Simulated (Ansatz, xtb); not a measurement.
Relaxing a trial structure of H4NOSi

The starting geometry of this gas-phase doublet was built from a drawn formula by distance geometry and a force field; its bonds are those of `[O-][NH2+][SiH2]`.

```xyz
7

N    -0.8114   -1.1978   -2.0764
O    -1.0024   -2.4968   -1.6029
Si    0.9144   -0.9384   -2.3760
H    -1.1713   -0.4985   -1.4583
H    -1.2565   -1.0651   -3.0181
H     1.0444   -0.5656   -3.7908
H     1.2333    0.2784   -1.5697
```

Problem. Predict what becomes of its bonds when it is optimised with r2SCAN-D4/def2-SVP.

Solution. It rearranges to `NO[SiH2]`. Contacts that open: N1–Si3 (1.77 → 2.48 Å). Contacts that close: O2–Si3 (2.59 → 1.70 Å).

The energy falls by 1.83 eV over 11 steps:

```json
{"step": "1", "E − E(last) (eV)": "1.832"}
{"step": "2", "E − E(last) (eV)": "1.474"}
{"step": "3", "E − E(last) (eV)": "1.092"}
{"step": "4", "E − E(last) (eV)": "0.704"}
{"step": "5", "E − E(last) (eV)": "0.441"}
{"step": "7", "E − E(last) (eV)": "0.072"}
{"step": "8", "E − E(last) (eV)": "0.025"}
{"step": "9", "E − E(last) (eV)": "0.020"}
{"step": "10", "E − E(last) (eV)": "0.000"}
{"step": "11", "E − E(last) (eV)": "0.000"}
```

Final geometry (Å):

```xyz
7

N    -1.2206   -0.7803   -2.2344
O    -0.2794   -1.8440   -1.9119
Si    1.2315   -1.1746   -2.2921
H    -1.7490   -0.6549   -1.3651
H    -1.8756   -1.2270   -2.8839
H     1.3269   -0.8380   -3.7489
H     1.5168    0.0351   -1.4558
```

From the same start GFN2-xTB reaches the same bonding as this run.

The end wasn't checked by frequencies. Open shells are spin-unrestricted. Run with Ansatz 0.2.0, 50 s on 1 thread of Arm Neoverse V2 (shared host).
